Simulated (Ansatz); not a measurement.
Born–Oppenheimer molecular dynamics of CH3Cl + H3N (9 atoms, charge 0, multiplicity 1). It starts from a relaxed structure.

Method: RKS PBE-D4/cc-pVDZ in Ansatz.

```yaml
ensemble: NVE (velocity Verlet)
time_step: 0.5 fs
steps_asked: 150
starting_velocities_drawn_for: 100 K
masses: H 2.014 u
seed: 623540
```

First frame:

```xyz
9
Properties=species:S:1:pos:R:3
N 0.184 -0.012 -1.682
H 0.667 -0.798 -1.217
H -0.404 -0.463 -2.400
H 0.927 0.460 -2.220
C -0.368 0.296 1.491
Cl 0.665 -1.185 1.633
H -0.429 0.537 0.410
H 0.118 1.104 2.067
H -1.359 0.060 1.918
```

Q: How far do the bonds stretch over the last three quarters of this one trajectory? (Pairs bonded in most of those frames.)

A: 
```csv
bond,mean (Å),spread (Å),shortest,longest
N1–H2,1.035,0.014,1.01,1.06
N1–H3,1.033,0.012,1.01,1.05
N1–H4,1.033,0.014,1.01,1.06
C5–Cl6,1.811,0.013,1.79,1.83
C5–H7,1.109,0.014,1.08,1.13
C5–H8,1.106,0.013,1.08,1.13
C5–H9,1.106,0.018,1.07,1.14
```

Mean temperature of the second half: 47 K. The conserved energy stayed within 0.06 meV per atom of its start (net change 0.051 meV per atom), so the integration is sound. The temperature averaged 0.47 of the 100 K drawn at the start: a run that starts near a minimum puts about half its kinetic energy into the potential. A run of 0.075 ps of so small a system gives no equilibrium averages.

Time of the run: 100 s on 1 thread of Intel(R) Xeon(R) 6975P-C (Granite Rapids), on a shared host, peak memory 0.12 GiB.
